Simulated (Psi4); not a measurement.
**A workflow on Si2H6 (Si(SiH3)H3)**

We compute a structure relaxation (singlet Si2H6, TPSS/3-21G), then a single-point energy (doublet [Si2H6]+, UTPSS/3-21G), then a structure relaxation (doublet [Si2H6]+, UTPSS/3-21G), then a single-point energy (singlet Si2H6, TPSS/3-21G) of H6Si2. 

The results are computed with Psi4 1.11.

### 1 The structure to begin with

Si2H6: 8 atoms, total charge 0, spin state singlet. SMILES: `[H][Si]([H])([H])[SiH3]`. Geometry: relaxed at GFN2-xTB. The run starts from this shape.

Bond lengths: Si1–Si2 2.306 Å, Si2–H3 1.466 Å, Si2–H4 1.466 Å, Si2–H5 1.466 Å, Si1–H6 1.466 Å, Si1–H7 1.465 Å, Si1–H8 1.466 Å. Some angles: Si1–Si2–H3 112.6°, Si1–Si2–H4 112.5°, Si1–Si2–H5 112.6°, Si2–Si1–H6 112.4°, Si2–Si1–H7 112.6°, Si2–Si1–H8 112.4°, H3–Si2–H4 106.2°, H3–Si2–H5 106.2°, H4–Si2–H5 106.2°, H6–Si1–H7 106.3°.

### 2 A geometry optimisation at TPSS/3-21G (density fitting) (run 1)

The input, calc.dat:

```
memory 1600 mb

molecule {
  0 1
  Si
  Si 1 2.305585
  H 2 1.46612 1 112.6088
  H 2 1.46634 3 106.20797 1 123.56878
  H 2 1.465865 3 106.24025 4 112.78417
  H 1 1.46567 2 112.41251 5 175.67319
  H 1 1.464821 6 106.32806 2 123.61116
  H 1 1.465768 7 106.33973 6 -113.01585
}

set {
  reference rks
}

optimize('tpss/3-21G')
```

Started as:

```console
psi4 -n 1 calc.dat calc.out
```

calc.out:

```text
[...]
  Running in c1 symmetry.
[...]
  Nuclear repulsion =   91.911202831809405
[...]
  Multiplicity = 1
[...]
  Nalpha       = 17
  Nbeta        = 17
[...]
    Number of basis functions: 38
[...]
   @DF-RKS iter   1:  -579.48876606857016   -3.55137e-01   6.01542e-03 DIIS/ADIIS
[...]
   @DF-RKS iter   4:  -579.53442121067167   -7.73070e-12   8.85509e-09 DIIS
[...]
  @DF-RKS Final Energy:  -579.53442121067167
   => Energetics <=
    Nuclear Repulsion Energy =             89.7029123207487231
    One-Electron Energy =                -980.6630819842048368
    Two-Electron Energy =                 355.3735660415911752
    DFT Exchange-Correlation Energy =     -43.9478175888067000
    Empirical Dispersion Energy =           0.0000000000000000
    VV10 Nonlocal Energy =                  0.0000000000000000
    Total Energy =                       -579.5344212106716668
[...]
 Multipole Moments:
 ------------------------------------------------------------------------------------
     Multipole            Electronic (a.u.)      Nuclear  (a.u.)        Total (a.u.)
 ------------------------------------------------------------------------------------
 L = 1.  Multiply by 2.5417464519 to convert [e a0] to [Debye]
 Dipole X            :          0.0000035           -0.0000023            0.0000011
 Dipole Y            :          0.0001090           -0.0000895            0.0000195
 Dipole Z            :          0.0000057           -0.0000036            0.0000021
 Magnitude           :                                                    0.0000197
[...]
  -Total Gradient:
     Atom            X                  Y                   Z
    ------   -----------------  -----------------  -----------------
       1        0.000002451111    -0.000001540078    -0.000008574255
       2       -0.000002208462     0.000001812565     0.000008699180
       3       -0.000000818241    -0.000001296935     0.000001453020
       4        0.000003111161    -0.000000875727     0.000006843610
       5        0.000000201902    -0.000002055935    -0.000001015690
       6       -0.000000324508     0.000001862289     0.000001529503
       7       -0.000002932213     0.000001223805    -0.000006224740
       8        0.000000497766     0.000000850115    -0.000002734218
[...]
```

The script printed:

```text
Optimizer: Optimization complete!
```

Wall time 31 s (1 thread of Intel Xeon 6975P-C (Granite Rapids), shared host); peak memory 0.64 GiB.

Steps, from the record of the run:

| step | energy from the first frame kept (eV) | largest force (eV/Å) |
| --- | --- | --- |
| 0 | 0.0000 | 0.6713 |
| 1 | -0.0984 | 0.4019 |
| 2 | -0.1049 | 0.1565 |
| 3 | -0.1060 | 0.0072 |
| 4 | -0.1061 | 0.0040 |
| 5 | -0.1062 | 0.0025 |
| 6 | -0.1061 | 0.0005 |

After the run. Bond lengths: Si1–Si2 2.374 Å, Si2–H3 1.498 Å, Si2–H4 1.498 Å, Si2–H5 1.498 Å, Si1–H6 1.498 Å, Si1–H7 1.498 Å, Si1–H8 1.498 Å. Some angles: Si1–Si2–H3 110.3°, Si1–Si2–H4 110.3°, Si1–Si2–H5 110.3°, Si2–Si1–H6 110.3°, Si2–Si1–H7 110.3°, Si2–Si1–H8 110.3°, H3–Si2–H4 108.7°, H3–Si2–H5 108.7°, H4–Si2–H5 108.7°, H6–Si1–H7 108.7°.

### 3 The doublet cation: a single-point energy at UTPSS/3-21G (density fitting) (run 2)

The input, job.py:

```python
import psi4

psi4.set_memory(1600000000)
psi4.set_num_threads(1)
psi4.set_output_file('psi4.out', False)

geom = psi4.geometry("""
1 2
Si    -0.003893     0.008840    -1.187805
Si     0.003438    -0.007356     1.186064
H      0.818020     1.135611     1.710382
H      0.591465    -1.288129     1.694647
H     -1.394368     0.119896     1.710241
H      1.393959    -0.118130    -1.711932
H     -0.592131     1.289535    -1.696341
H     -0.818244    -1.134244    -1.712222
symmetry c1
""")

psi4.set_options({
    'basis': '3-21G',
    'reference': 'uks',
})

E = psi4.energy("tpss")
print(f'tpss energy: {E:.10f} Eh')
for k, v in sorted(psi4.core.scalar_variables().items()):
    print(f'{k:45s} {v:18.10f}')
```

Started as:

```console
python job.py
```

psi4.out:

```text
[...]
  Running in c1 symmetry.
[...]
  Nuclear repulsion =   89.702915391610887
[...]
  Multiplicity = 2
[...]
  Nalpha       = 17
  Nbeta        = 16
[...]
    Number of basis functions: 38
[...]
   @DF-UKS iter   1:  -579.13529296704303   -7.87616e-02   2.60534e-03 ADIIS/DIIS
[...]
   @DF-UKS iter   6:  -579.14171233075888   -2.48338e-08   6.75851e-07 DIIS
[...]
   @S^2 Observed:                7.506780321E-01
[...]
    Orbital Energies [Eh]
    ---------------------
    Alpha Occupied:
       1A    -65.465037     2A    -65.464833     3A     -5.342676
       4A     -5.341514     5A     -3.721309     6A     -3.720593
       7A     -3.711065     8A     -3.711065     9A     -3.710778
      10A     -3.710777    11A     -0.791518    12A     -0.713206
      13A     -0.572912    14A     -0.572899    15A     -0.546000
      16A     -0.544213    17A     -0.544199
    Alpha Virtual:
      18A     -0.230299    19A     -0.208637    20A     -0.208629
      21A     -0.121830    22A     -0.119850    23A     -0.119841
      24A     -0.115346    25A      0.062342    26A      0.082269
[...]
  @DF-UKS Final Energy:  -579.14171233075888
   => Energetics <=
    Nuclear Repulsion Energy =             89.7029153916108868
    One-Electron Energy =                -972.2083310343790572
    Two-Electron Energy =                 347.0105254114354807
    DFT Exchange-Correlation Energy =     -43.6468220994262737
    Empirical Dispersion Energy =           0.0000000000000000
    VV10 Nonlocal Energy =                  0.0000000000000000
    Total Energy =                       -579.1417123307588781
[...]
 Multipole Moments:
 ------------------------------------------------------------------------------------
     Multipole            Electronic (a.u.)      Nuclear  (a.u.)        Total (a.u.)
 ------------------------------------------------------------------------------------
 L = 1.  Multiply by 2.5417464519 to convert [e a0] to [Debye]
 Dipole X            :         -0.0000590            0.0000558           -0.0000032
 Dipole Y            :         -0.0000772            0.0000735           -0.0000036
 Dipole Z            :          0.0000027           -0.0000017            0.0000010
 Magnitude           :                                                    0.0000050
[...]
```

The script printed:

```text
tpss energy: -579.1417123308 Eh
CURRENT ENERGY                                   -579.1417123308
CURRENT REFERENCE ENERGY                         -579.1417123308
DD SOLVATION ENERGY                                 0.0000000000
DFT FUNCTIONAL TOTAL ENERGY                      -579.1417123308
DFT TOTAL ENERGY                                 -579.1417123308
DFT VV10 ENERGY                                     0.0000000000
DFT XC ENERGY                                     -43.6468220994
GRID ELECTRONS ALPHA                               16.9999915956
GRID ELECTRONS BETA                                15.9999920049
GRID ELECTRONS TOTAL                               32.9999836004
NUCLEAR REPULSION ENERGY                           89.7029153916
ONE-ELECTRON ENERGY                              -972.2083310344
PCM POLARIZATION ENERGY                             0.0000000000
PE ENERGY                                           0.0000000000
SCF ITERATION ENERGY                             -579.1417123308
SCF ITERATIONS                                      6.0000000000
SCF TOTAL ENERGY                                 -579.1417123308
TWO-ELECTRON ENERGY                               347.0105254114
XC GRID RADIAL POINTS                              75.0000000000
XC GRID SPHERICAL POINTS                          302.0000000000
XC GRID TOTAL POINTS                           173182.0000000000
```

Wall time 6.6 s (1 thread of Intel Xeon 6975P-C (Granite Rapids), shared host); peak memory 0.59 GiB.

### 4 The doublet cation: a geometry optimisation at UTPSS/3-21G (density fitting) (run 3)

The input, job.py:

```python
import psi4

psi4.set_memory('1600 MB')
psi4.set_num_threads(1)
psi4.core.set_output_file('psi4.out', False)

mol = psi4.geometry("""
1 2
Si    -0.003893     0.008840    -1.187805
Si     0.003438    -0.007356     1.186064
H      0.818020     1.135611     1.710382
H      0.591465    -1.288129     1.694647
H     -1.394368     0.119896     1.710241
H      1.393959    -0.118130    -1.711932
H     -0.592131     1.289535    -1.696341
H     -0.818244    -1.134244    -1.712222
symmetry c1
""")

psi4.set_options(dict(basis='3-21G', reference='uks'))

e, wfn = psi4.optimize('tpss', molecule=mol, return_wfn=True)
print(f'tpss energy: {e:.10f} Eh')
mol.save_xyz_file('final.xyz', False)
```

Started as:

```console
python job.py
```

psi4.out:

```text
[...]
  Running in c1 symmetry.
[...]
  Nuclear repulsion =   89.702915391610887
[...]
  Multiplicity = 2
[...]
  Nalpha       = 17
  Nbeta        = 16
[...]
    Number of basis functions: 38
[...]
   @DF-UKS iter   1:  -579.13529296704303   -7.87616e-02   2.60534e-03 DIIS/ADIIS
[...]
   @DF-UKS iter   5:  -579.17951212901619   -5.00222e-12   7.86087e-09 DIIS
[...]
   @S^2 Observed:                7.515679251E-01
[...]
  @DF-UKS Final Energy:  -579.17951212901619
   => Energetics <=
    Nuclear Repulsion Energy =             81.6262067982471677
    One-Electron Energy =                -956.5265957516555773
    Two-Electron Energy =                 339.3424132968245885
    DFT Exchange-Correlation Energy =     -43.6215364724323607
    Empirical Dispersion Energy =           0.0000000000000000
    VV10 Nonlocal Energy =                  0.0000000000000000
    Total Energy =                       -579.1795121290161887
[...]
 Multipole Moments:
 ------------------------------------------------------------------------------------
     Multipole            Electronic (a.u.)      Nuclear  (a.u.)        Total (a.u.)
 ------------------------------------------------------------------------------------
 L = 1.  Multiply by 2.5417464519 to convert [e a0] to [Debye]
 Dipole X            :         -0.0000010            0.0000010            0.0000000
 Dipole Y            :         -0.0000013            0.0000013           -0.0000000
 Dipole Z            :         -0.0000000           -0.0000001           -0.0000001
 Magnitude           :                                                    0.0000001
[...]
  -Total Gradient:
     Atom            X                  Y                   Z
    ------   -----------------  -----------------  -----------------
       1        0.000000579334    -0.000000626878     0.000023737325
       2       -0.000000576951     0.000000632995    -0.000023665807
       3        0.000000938829    -0.000001965211    -0.000000010207
       4       -0.000001131606    -0.000001220833    -0.000003837332
       5        0.000001189195     0.000002721607    -0.000001421713
       6       -0.000001028886    -0.000002712431     0.000001412839
       7        0.000001024003     0.000001343037     0.000003831512
       8       -0.000000998628     0.000001827213    -0.000000043239
[...]
```

On the terminal:

```text
Some dependencies such as QCElemental have not yet finished migration to pydantic v2. If issues are encountered please downgrade pydantic or upgrade QCElemental as appropriate
	Change in internal coordinate of 6.16e-01 exceeds limit of 5.00e-01.
	Skipping Hessian update for step 1.
	Change in internal coordinate of 6.30e-01 exceeds limit of 5.00e-01.
	Skipping Hessian update for step 2.
	Change in internal coordinate of 8.24e-01 exceeds limit of 5.00e-01.
	Skipping Hessian update for step 1.
	Change in internal coordinate of 7.19e-01 exceeds limit of 5.00e-01.
	Skipping Hessian update for step 2.
	Change in internal coordinate of 9.14e-01 exceeds limit of 5.00e-01.
	Skipping Hessian update for step 1.
	Energy ratio indicates iffy step.
	Intrafrag trust radius decreased to   0.25.
Optimizer: Optimization complete!
tpss energy: -579.1795121290 Eh
```

Run time: 62 s. Hardware: 1 thread of Intel Xeon 6975P-C (Granite Rapids), shared host; peak memory 0.64 GiB.

Step by step:

| step | energy from the first frame kept (eV) | largest force (eV/Å) |
| --- | --- | --- |
| 0 | 0.0000 | 3.5943 |
| 1 | -0.6431 | 2.1825 |
| 2 | -0.9507 | 0.6064 |
| 3 | -0.9930 | 0.3423 |
| 4 | -1.0237 | 0.1533 |
| 5 | -1.0280 | 0.0327 |
| 6 | -1.0285 | 0.0129 |
| 7 | -1.0286 | 0.0046 |
| 8 | -1.0286 | 0.0012 |

After the run. Bond lengths: Si2–H3 1.483 Å, Si2–H4 1.483 Å, Si2–H5 1.483 Å, Si1–H6 1.483 Å, Si1–H7 1.483 Å, Si1–H8 1.483 Å. Angles: H3–Si2–H4 118.8°, H3–Si2–H5 118.8°, H4–Si2–H5 118.8°, H6–Si1–H7 118.8°, H6–Si1–H8 118.8°, H7–Si1–H8 118.8°. A long bond or contact: Si1–Si2 2.881 Å.

### 5 The energy at TPSS/3-21G (density fitting) (run 4)

The input, input.in:

```
memory 1600 mb

molecule molecule1 {
  0 1
  Si
  Si 1 2.880889
  H 2 1.483274 1 96.25367
  H 2 1.483275 3 118.82715 1 100.68313
  H 2 1.483274 3 118.83104 4 158.63687
  H 1 1.483275 2 96.24929 5 179.99785
  H 1 1.483275 6 118.83152 2 100.68139
  H 1 1.483275 6 118.83102 7 158.63594
  units angstrom
}

set globals {
  basis 3-21G
}

energy_value, wavefunction = energy('tpss', return_wfn=True)
```

Started as:

```console
psi4 -i input.in -o input.out -n 1
```

input.out:

```text
[...]
  Running in c1 symmetry.
[...]
  Nuclear repulsion =   81.626215721784433
[...]
  Multiplicity = 1
[...]
  Nalpha       = 17
  Nbeta        = 17
[...]
    Number of basis functions: 38
[...]
   @DF-RKS iter   1:  -579.45343644633385   -5.49360e-01   5.53026e-03 DIIS/ADIIS
[...]
   @DF-RKS iter   6:  -579.48993148888815   -4.19948e-08   2.21729e-07 DIIS
[...]
    Orbital Energies [Eh]
    ---------------------
    Doubly Occupied:
       1A    -65.212476     2A    -65.212369     3A     -5.084170
       4A     -5.083909     5A     -3.456514     6A     -3.456228
       7A     -3.456228     8A     -3.456225     9A     -3.456157
      10A     -3.456157    11A     -0.509976    12A     -0.478785
      13A     -0.344982    14A     -0.344978    15A     -0.329568
      16A     -0.329564    17A     -0.203695
[...]
  @DF-RKS Final Energy:  -579.48993148888815
   => Energetics <=
    Nuclear Repulsion Energy =             81.6262157217844333
    One-Electron Energy =                -964.5840848156424272
    Two-Electron Energy =                 347.3429512828963652
    DFT Exchange-Correlation Energy =     -43.8750136779265318
    Empirical Dispersion Energy =           0.0000000000000000
    VV10 Nonlocal Energy =                  0.0000000000000000
    Total Energy =                       -579.4899314888881463
[...]
 Multipole Moments:
 ------------------------------------------------------------------------------------
     Multipole            Electronic (a.u.)      Nuclear  (a.u.)        Total (a.u.)
 ------------------------------------------------------------------------------------
 L = 1.  Multiply by 2.5417464519 to convert [e a0] to [Debye]
 Dipole X            :          0.0000015           -0.0000010            0.0000005
 Dipole Y            :          0.0000002           -0.0000009           -0.0000007
 Dipole Z            :         -0.0000043           -0.0000001           -0.0000044
 Magnitude           :                                                    0.0000045
[...]
```

Wall time 4.8 s (1 thread of Intel Xeon 6975P-C (Granite Rapids), shared host); peak memory 0.6 GiB.

### 6 Summary of results

```
                                                               quantity          value
                             run 1, TPSS/3-21G: total energy at the end  -579.53442 Eh
                                       run 1, TPSS/3-21G: dipole moment         0.00 D
                                         run 1, TPSS/3-21G: HOMO energy       -7.62 eV
                                         run 1, TPSS/3-21G: LUMO energy        0.16 eV
                                       run 1, TPSS/3-21G: HOMO–LUMO gap        7.79 eV
                                    doublet cation, run 2: total energy  -579.14171 Eh
              doublet cation, run 2: HOMO energy (highest over α and β)      -14.60 eV
               doublet cation, run 2: LUMO energy (lowest over α and β)      -13.68 eV
                                            doublet cation, run 2: ⟨S²⟩          0.751
                         doublet cation, run 3: total energy at the end  -579.17951 Eh
              doublet cation, run 3: HOMO energy (highest over α and β)      -12.58 eV
               doublet cation, run 3: LUMO energy (lowest over α and β)      -11.27 eV
                                            doublet cation, run 3: ⟨S²⟩          0.752
                                        run 4, TPSS/3-21G: total energy  -579.48993 Eh
                                         run 4, TPSS/3-21G: HOMO energy       -5.54 eV
                                         run 4, TPSS/3-21G: LUMO energy       -1.39 eV
                                       run 4, TPSS/3-21G: HOMO–LUMO gap        4.15 eV
adiabatic ionisation energy (to the doublet cation, no zero-point term)       9.658 eV
```

**Reading.** The adiabatic ionisation energy (to the doublet cation, no zero-point term) is 9.66 eV (932 kJ/mol). The optimisation (run 1, TPSS/3-21G) took 7 steps and changed the energy by -0.106 eV. The optimisation (doublet cation, run 3) took 9 steps and changed the energy by -1.029 eV.
